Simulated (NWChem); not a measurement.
System: hydrogen sulfide (H2S); SMILES S

Output (shortened):

```
             Northwest Computational Chemistry Package (NWChem) 7.3.0
             --------------------------------------------------------

                             Geometry "geometry" -> ""
                             -------------------------

 Output coordinates in angstroms (scale by  1.889725989 to convert to a.u.)

  No.       Tag          Charge          X              Y              Z
 ---- ---------------- ---------- -------------- -------------- --------------
    1 S                   16.0000     0.00000000     0.00000000     0.11358100
    2 H                    1.0000     0.97147800     0.00000000    -0.82241600
    3 H                    1.0000    -0.97147800     0.00000000    -0.82241600

 Effective nuclear repulsion energy (a.u.)      12.8249127440

                                 NWChem DFT Module
                                 -----------------

 Summary of "ao basis" -> "ao basis" (spherical)
 ------------------------------------------------------------------------------
       Tag                 Description            Shells   Functions and Types
 ---------------- ------------------------------  ------  ---------------------
 S                         def2-tzvp                13       37   5s5p2d1f
 H                         def2-tzvp                 4        6   3s1p

 in cosmo_initialize ...
 calling solv_data for solv:h2o

 solvent parameters
 solvname_short: h2o
 solvname_long:  water
 dielec:       78.4000
 dielecinf:     1.7769
 aqueous SMD model solvent descriptors
 dielec:       78.4000
 sola:          0.8200

          ---------------
          -cosmo- solvent
          ---------------
 Cosmo: York-Karplus, doi: 10.1021/jp992097l
 dielectric constant -eps-     =  78.40
 screen = (eps-1)/(eps    )    =   0.98724
 surface charge correction     = lagrangian

   van der Waals surface
 --------------------------

[...]

                                COSMO-SMD solvation results
                                ---------------------------

             internal energy in gas <Psi(g)|H|Psi(g)> =      -399.378928829238
         internal energy in solvent <Psi(s)|H|Psi(s)> =      -399.378323147277
                               delta internal energy  =         0.000605681961 (    0.38 kcal/mol)
   total free energy in solvent <Psi(s)|H+V/2|Psi(s)> =      -399.383118065078
 polarization energy contribution <Psi(s)|V/2|Psi(s)> =        -0.004794917801 (   -3.01 kcal/mol)
    total free energy in solvent including G(SMD-CDS) =      -399.381497804949
                       G(SMD-CDS) energy contribution =         0.001620260130 (    1.02 kcal/mol)
     1 M fixed-concentration free energy of solvation =        -0.002568975710 (   -1.61 kcal/mol)

                       DFT Final Molecular Orbital Analysis
                       ------------------------------------

 Vector    7  Occ=2.000000D+00  E=-4.949672D-01
              MO Center=  2.0D-09, -6.3D-10, -3.7D-01, r^2= 1.5D+00
   Bfn.  Coefficient  Atom+Function         Bfn.  Coefficient  Atom+Function
  ----- ------------  ---------------      ----- ------------  ---------------
    15      0.381628  1 S  px                39      0.198000  2 H  s
    45     -0.198000  3 H  s                 12      0.183296  1 S  px
     6     -0.150640  1 S  px                18      0.148347  1 S  px
    38      0.137828  2 H  s                 44     -0.137828  3 H  s
    40      0.085957  2 H  s                 46     -0.085957  3 H  s

 Vector    8  Occ=2.000000D+00  E=-4.232015D-01
              MO Center=  2.6D-09,  2.4D-09,  1.6D-01, r^2= 1.5D+00
   Bfn.  Coefficient  Atom+Function         Bfn.  Coefficient  Atom+Function
  ----- ------------  ---------------      ----- ------------  ---------------
    17      0.410511  1 S  pz                 5      0.284176  1 S  s
     4      0.270695  1 S  s                 20      0.249777  1 S  pz
    14      0.205857  1 S  pz                 3     -0.182321  1 S  s
     8     -0.163050  1 S  pz                39     -0.150758  2 H  s
    45     -0.150758  3 H  s                 38     -0.092221  2 H  s

 Vector    9  Occ=2.000000D+00  E=-3.192060D-01
              MO Center= -9.7D-11, -1.7D-09,  7.1D-02, r^2= 1.5D+00
   Bfn.  Coefficient  Atom+Function         Bfn.  Coefficient  Atom+Function
  ----- ------------  ---------------      ----- ------------  ---------------
    16      0.506119  1 S  py                19      0.411830  1 S  py
    13      0.247902  1 S  py                 7     -0.191407  1 S  py
    10     -0.093969  1 S  py                27     -0.028211  1 S  d -1

 Vector   10  Occ=0.000000D+00  E= 6.342948D-02
              MO Center=  2.2D-06,  2.4D-09, -1.9D-01, r^2= 3.2D+00
   Bfn.  Coefficient  Atom+Function         Bfn.  Coefficient  Atom+Function
  ----- ------------  ---------------      ----- ------------  ---------------
    18      1.086834  1 S  px                40     -1.037845  2 H  s
    46      1.037839  3 H  s                 15      0.240288  1 S  px
    39     -0.198721  2 H  s                 45      0.198721  3 H  s
    12      0.172543  1 S  px                29     -0.128344  1 S  d  1
    24     -0.113312  1 S  d  1               6     -0.111193  1 S  px

[...]
```

Level: M06-2X/def2-TZVP, SMD on the gas-phase geometry. All runs use the structure optimised with PBE0/def2-SVP. Solvent: water.

Which NWChem input produces such a log?

One answer among several that fit: the input that was run:
```
start job
memory heap 200 mb stack 900 mb global 1100 mb
geometry units angstroms noautosym nocenter noautoz
  S      0.000000     0.000000     0.113581
  H      0.971478     0.000000    -0.822416
  H     -0.971478     0.000000    -0.822416
end
basis spherical
  * library def2-tzvp
end
dft
  xc m06-2x
  iterations 150
end
cosmo
  do_cosmo_smd true
  solvent water
end
task dft energy
```
